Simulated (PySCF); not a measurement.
Molecule: acrylamide, C$_{3}$H$_{5}$NO.

Bonds (- single, = double, # triple, : aromatic): C1=C2, C2-C3, C3-N4, C3=O5. C1 carries H6, H7; C2 carries H8; N4 carries H9, H10. H6 is cis to C3; H10 is cis to the C=O or C=S heteroatom; H7 is trans to C3; H9 is trans to the C=O or C=S heteroatom.

Frames of a GFN2-xTB Langevin trajectory at 300 K; GIAO PBE0/pcSseg-1 shieldings in PySCF 2.14.0 with density-fitted response routines, gas phase, non-relativistic; equivalent atoms averaged within each frame.

Shifts are taken against calculated references (same method and geometry level): 13C (σref 186.93) and 1H (σref 31.72) vs TMS; 15N (σref 267.73) against NH3; 17O (σref 336.08) against H2O. The references are static minima.

Task: How do the shifts (ppm) fluctuate along the trajectory?

Result: 
```
         time (fs)     C3     C1     C2     N4     O5    H8    H6    H7    H9   H10
optimised geometry  165.3  138.4  135.1  116.2  386.2  5.96  6.93  6.08  4.78  4.57
               250  164.8  139.8  137.1  116.1  394.8  6.81  5.97  5.83  4.46  4.41
               425  164.1  139.4  140.0  117.3  395.0  6.40  6.12  5.48  5.28  5.09
               625  169.8  139.9  136.6  119.3  444.6  6.21  6.82  6.21  5.20  3.66
               800  184.3  130.1  133.5  118.5  497.7  6.70  6.14  5.71  4.20  5.80
              1000  162.2  134.3  143.2  110.0  378.9  6.52  6.81  5.70  4.83  3.57
    mean of frames  169.0  136.7  138.1  116.2  422.2  6.53  6.37  5.78  4.79  4.51
standard deviation    9.0    4.4    3.7    3.7   48.9  0.24  0.41  0.27  0.47  0.95
```

5 frames give an uncertainty of the mean of about the standard deviation over 2.2 at best, since frames this close in time may not be independent; classical motion lacks zero-point vibration, and the reference would need the same averaging.
